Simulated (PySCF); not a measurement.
# [BCl2]+ (SMILES Cl[B+]Cl) at CCSDT/STO-6G

What is the vertical singlet–triplet gap of [BCl2]+ at CCSDT/STO-6G? The job is set up through a Python script.

Program for the calculation: PySCF 2.14.0.

8 further runs of the same task are left out: 8 set aside as unsound or not needed.

### 1 Starting point

The species is [BCl2]+ (3 atoms), meant as a singlet with charge +1. As SMILES, `Cl[B+]Cl`. Geometry: relaxed at GFN2-xTB.

Bond lengths: Cl1–B2 1.572 Å, B2–Cl3 1.572 Å. Angles: Cl1–B2–Cl3 179.8°.

### 2 A single-point energy at CCSDT/STO-6G

job.py reads:

```python
from pyscf import gto, scf, cc

mol = gto.M(
    atom=[
    ('Cl', (-1.238380, 0.766480, -0.591300)),
    ('B', (0.000740, 0.001360, 0.000550)),
    ('Cl', (1.237640, -0.767840, 0.590740)),
],
    spin=0,
    charge=1,
    basis='sto-6g',
    max_memory=1860,
    verbose=3,
)

mf = scf.RHF(mol)
mf.conv_tol = 1e-10
mf.kernel()
if not mf.converged:
    mf = mf.newton().run(mf.mo_coeff, mf.mo_occ)

mycc = cc.CCSDT(mf, frozen=11)
mycc.kernel()
e_final = mycc.e_tot
print('E = %.10f Eh' % e_final)
```

Run with:

```console
$ OMP_NUM_THREADS=1 python job.py
```

Output:

```text
converged SCF energy = -940.330010051657
_make_eris_incore_RCCSDT

WARN: A large `blksize` is being used, which may cause large memory consumption
      for storing contraction intermediates. If memory is sufficient, consider using
      `pyscf.cc.rccsdt_highm.RCCSDT` instead.

RCCSDT converged
E(RCCSDT) = -940.4205404937794   E_corr = -0.09053044212241801
E_corr(same-spin) = -0.0214412588761136
E_corr(oppo-spin) = -0.0690891832463044
E = -940.4205404938 Eh
```

It took 1.2 s on 1 thread of Arm Neoverse V1, shared host; peak memory 0.1 GiB.

### 3 The triplet

job.py reads:

```python
from pyscf import gto, cc

system = gto.Mole()
system.atom = 'Cl -1.238380 0.766480 -0.591300; B 0.000740 0.001360 0.000550; Cl 1.237640 -0.767840 0.590740'
system.charge = 1
system.basis = 'sto-6g'
system.max_memory = 1860
system.verbose = 3
system.spin = 2
system.build()

calc0 = system.UHF()
calc0.conv_tol = 1e-10
calc0.kernel()
if not calc0.converged:
    calc0 = calc0.newton().run(calc0.mo_coeff, calc0.mo_occ)

mycc = cc.CCSDT(calc0, frozen=11)
mycc.kernel()
e_tot = mycc.e_tot
print('E = %.10f Eh' % e_tot)
```

Run with:

```console
$ OMP_NUM_THREADS=1 python job.py
```

Output:

```text
WARN: HOMO 0.159043839205251 >= LUMO -0.500738240118497

converged SCF energy = -940.061634917106  <S^2> = 2.0059991  2S+1 = 3.0039967
_make_eris_incore_UCCSDT

WARN: A large `blksize_v_aaa` is being used, which may cause large memory consumption
      for storing contraction intermediates. If memory is sufficient, consider using
      `pyscf.cc.uccsdt_highm.UCCSDT` instead.

WARN: A large `blksize_v_aab` is being used, which may cause large memory consumption
      for storing contraction intermediates. If memory is sufficient, consider using
      `pyscf.cc.uccsdt_highm.UCCSDT` instead.

UCCSDT converged
E(UCCSDT) = -940.1395913078887   E_corr = -0.07795639078270938
E_corr(same-spin) = -0.0182331758734188
E_corr(oppo-spin) = -0.0597232149092905
E = -940.1395913079 Eh
```

Wall time 3.9 s (1 thread of Arm Neoverse V1, shared host); peak memory 0.12 GiB.

### 4 Results

At CCSDT/STO-6G, 11 core orbitals frozen:

| quantity | value |
| --- | --- |
| singlet: total energy | -940.42054 Eh |
| singlet: HOMO energy (Hartree–Fock orbitals) | -20.58 eV |
| singlet: LUMO energy (Hartree–Fock orbitals) | -3.56 eV |
| singlet: HOMO–LUMO gap (Hartree–Fock orbitals) | 17.02 eV |
| singlet: correlation energy (11 core orbitals frozen) | -90.5 mEh |
| singlet: T1 diagnostic | 0.016 |
| triplet: total energy | -940.13959 Eh |
| triplet: HOMO energy (Hartree–Fock orbitals) (highest over α and β) | -13.87 eV |
| triplet: LUMO energy (Hartree–Fock orbitals) (lowest over α and β) | -11.54 eV |
| triplet: correlation energy (11 core orbitals frozen) | -78.0 mEh |
| triplet: ⟨S²⟩ of the reference determinant | 2.006 |
| triplet: T1 diagnostic | 0.016 |
| vertical energy of the triplet above the singlet | 7.645 eV |

**Reading.** At this shape the triplet lies 7.65 eV (738 kJ/mol) above the singlet. In a minimal basis such a difference can be off by several eV, whatever the method.
